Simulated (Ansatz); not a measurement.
**SiHS (sextet): from Hartree-Fock to the top rungs, cc-pVTZ**

Aim: climb from Hartree-Fock through coupled cluster and multireference methods for SiHS (sextet) at one geometry and basis, and see what each rung misses.

Program: Ansatz 0.2.0, Gaussian basis. Level of theory: cc-pVTZ, core rule «outside noble gas», up to 10 orbitals frozen. These are calculated values, not measurements.

The runs, in order: UHF; CCSD(T) on ROHF; CCSD(T) on UHF; BCCD(T) on ROHF; CCSDT(Q) on ROHF; CCSDT(Q) on UHF; CASSCF and MRCISD+Q, 11 electrons in 9 orbitals; CASSCF and NEVPT4(SD), 11 electrons in 9 orbitals; CASSCF and NEVPT2, 11 electrons in 9 orbitals.

7 further runs of the same task are left out: 4 for a known fault of the program, 3 set aside as unsound or not needed.

## Step 1: The system

The geometry is a PBE0/def2-TZVP stationary point (not a proven minimum) of the parent state, kept for this charge and spin.

3 atoms, charge 0, spin multiplicity 6.

Atoms are counted from 1 here; the program's logs count them from 0.

Bond lengths: Si1–S2 2.172 Å, Si1–H3 1.496 Å. Angles: S2–Si1–H3 117.1°.

## Step 2: UHF

Input file in.yaml:

```yaml
crystal:
  periodic: [false, false, false]
  atoms:
    - {symbol: Si, position_ang: [0.000000, -0.094141, 1.124038]}
    - {symbol: S, position_ang: [0.000000, 0.044996, -1.043902]}
    - {symbol: H, position_ang: [0.000000, 1.191747, 1.888549]}
basis:
  gaussian: {orbitals: cc-pVTZ}
magnetization: {spin_polarized: true, initial_magnetization: 5}
hamiltonian: {xc: hf}
output: {orbitals: {seedname: orbitals}}
```

Started as:

```bash
$ ansatz run in.yaml --threads 1 --pin off --events-out ev --progress --plain --max-ram 4096MiB --backend cpu
```

Further steps of the session: CCSD(T) on ROHF; CCSD(T) on UHF; BCCD(T) on ROHF; CCSDT(Q) on ROHF; CCSDT(Q) on UHF; CASSCF and MRCISD+Q, 11 electrons in 9 orbitals; CASSCF and NEVPT4(SD), 11 electrons in 9 orbitals; CASSCF and NEVPT2, 11 electrons in 9 orbitals.

Q: Predict the results of all the runs planned. Wanted: UCCSDT(Q) below the RHF energy; RMP2 from UCCSDT(Q); UMP2 from UCCSDT(Q); RCCSD from UCCSDT(Q); RCCSD(T) from UCCSDT(Q); UCCSD(T) from UCCSDT(Q); RCCSDT(Q) from UCCSDT(Q); NEVPT2 valence from UCCSDT(Q); NEVPT4(SD) valence from UCCSDT(Q).

The runs gave:

| quantity | value |
| --- | --- |
| UCCSDT(Q) below the RHF energy | -6.9681 eV |
| RMP2 from UCCSDT(Q) | +1299.8 meV |
| UMP2 from UCCSDT(Q) | +1361.0 meV |
| RCCSD from UCCSDT(Q) | +332.4 meV |
| RCCSD(T) from UCCSDT(Q) | +60.1 meV |
| UCCSD(T) from UCCSDT(Q) | +58.0 meV |
| RCCSDT(Q) from UCCSDT(Q) | +3.8 meV |
| NEVPT2 valence from UCCSDT(Q) | +1633.8 meV |
| NEVPT4(SD) valence from UCCSDT(Q) | +251.2 meV |
| MRCISD+Q valence from UCCSDT(Q) | +153.8 meV |
| levels within 1 kcal/mol (43 meV) | RCCSDT, UCCSDT, RCCSDT(Q) |
| T1 diagnostic | 0.025 |
| effectively unpaired electrons | 5.01 |

What this shows: RCCSD(T) lands +60.1 meV from the yardstick (0.9 % of the correlation energy). One determinant dominates. Of the multireference levels listed MRCISD+Q valence comes nearest in total energy (+153.8 meV), which doesn't show that its space is the better one. These misses are within one basis, not against nature; the frozen cores of restricted and unrestricted runs differ, which can shift their rows.
